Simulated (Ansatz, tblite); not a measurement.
**GaCl2H (GaHCl2): one state, many levels**

The task here is to estimate one member of a computed series from the others.

The runs use Ansatz 0.2.0, Gaussian basis; as each input shows.

Plan: GFN1-xTB, GFN2-xTB, PBE-D4/def2-TZVP, r2SCAN-D4/def2-TZVP, r2SCANh-D4/def2-TZVP, B3LYP-D4/def2-TZVP, HSE06-D4/def2-TZVP, ωB97X-V/def2-TZVP, BLYP-D4/def2-TZVP, B97M-V/def2-TZVP, revPBE-D4/def2-TZVP, PBE-D4/def2-SVP, PBE0-D4/def2-SVP, HF/STO-3G, PBE0-D4/def2-TZVPD, PBE-D4/def2-TZVPD, r2SCAN-D4/def2-TZVPD, CCSD(T)/def2-TZVPP, MP2/def2-TZVP, RPA/def2-TZVP.

### The relaxed structure

The singlet was relaxed beforehand with PBE-D4/def2-TZVP.

4 atoms, charge 0, spin multiplicity 1.

Bond lengths: Ga1–Cl2 2.145 Å, Ga1–Cl3 2.145 Å, Ga1–H4 1.555 Å. Angles: Cl2–Ga1–Cl3 115.0°, Cl2–Ga1–H4 122.5°, Cl3–Ga1–H4 122.5°.

PBE0-D4/def2-TZVP was run before; its log isn't repeated, and its numbers join the tables.

The first run:

Tight binding, by tblite at 300 K electronic temperature and without a spin-polarisation term:

```python
tblite.interface.Calculator('GFN1-xTB', numbers, positions, charge=0, uhf=0).singlepoint()
```

Tight binding, by tblite at 300 K electronic temperature and without a spin-polarisation term:

```python
tblite.interface.Calculator('GFN2-xTB', numbers, positions, charge=0, uhf=0).singlepoint()
```

start.molden holds the orbitals of an earlier run on this state, given as this run's starting guess.

in.yaml

```yaml
crystal:
  periodic: [false, false, false]
  atoms:
    - {symbol: Ga, position_ang: [-0.096079, -0.161063, 0.000235]}
    - {symbol: Cl, position_ang: [2.047510, -0.097734, 0.013417]}
    - {symbol: Cl, position_ang: [-1.058813, 1.755195, -0.015808]}
    - {symbol: H, position_ang: [-0.892628, -1.496399, 0.002166]}
basis:
  gaussian: {orbitals: def2-TZVP, initial_orbitals: start.molden}
hamiltonian: {xc: pbe, dispersion: d4}
scf: {omitted_lower_state_checks: [starts]}
output: {orbitals: {seedname: orbitals}}
```

Started as:

```sh
$ ansatz run in.yaml --threads 4 --pin off --events-out ev --progress --plain --max-ram 3916MiB
```

Among the steps run: PBE-D4/def2-TZVP; r2SCAN-D4/def2-TZVP; r2SCANh-D4/def2-TZVP; B3LYP-D4/def2-TZVP; HSE06-D4/def2-TZVP; ωB97X-V/def2-TZVP; BLYP-D4/def2-TZVP; B97M-V/def2-TZVP; revPBE-D4/def2-TZVP; PBE-D4/def2-SVP; PBE0-D4/def2-SVP; HF/STO-3G; PBE0-D4/def2-TZVPD; PBE-D4/def2-TZVPD; r2SCAN-D4/def2-TZVPD; CCSD(T)/def2-TZVPP; MP2/def2-TZVP; RPA/def2-TZVP.

One of the session's tables, all rows but one given; the rest of the session is left out.

It belongs to the step «Levels side by side». 

```
               level  HOMO (eV)  gap (eV)
           HF/STO-3G      -9.50     13.00
     PBE-D4/def2-SVP      -7.54      5.17
    PBE-D4/def2-TZVP      -7.73      5.19
   PBE-D4/def2-TZVPD      -7.79      5.17
 revPBE-D4/def2-TZVP      -7.68      5.26
   BLYP-D4/def2-TZVP      -7.55      5.08
 r2SCAN-D4/def2-TZVP      -8.10      5.80
r2SCAN-D4/def2-TZVPD      -8.13      5.79
    B97M-V/def2-TZVP      -8.19      5.71
r2SCANh-D4/def2-TZVP      -8.62      6.59
  B3LYP-D4/def2-TZVP          ?         ?
    PBE0-D4/def2-SVP      -9.00      7.37
   PBE0-D4/def2-TZVP      -9.15      7.38
  PBE0-D4/def2-TZVPD      -9.18      7.36
  HSE06-D4/def2-TZVP      -8.74      6.61
   ωB97X-V/def2-TZVP     -11.57     11.74
```

**Question.** Estimate the row for B3LYP-D4/def2-TZVP.

The run gave: HOMO (eV): -8.85; gap (eV): 6.82. In the column «HOMO (eV)» it lies between PBE0-D4/def2-SVP (-9.00) and HSE06-D4/def2-TZVP (-8.74).
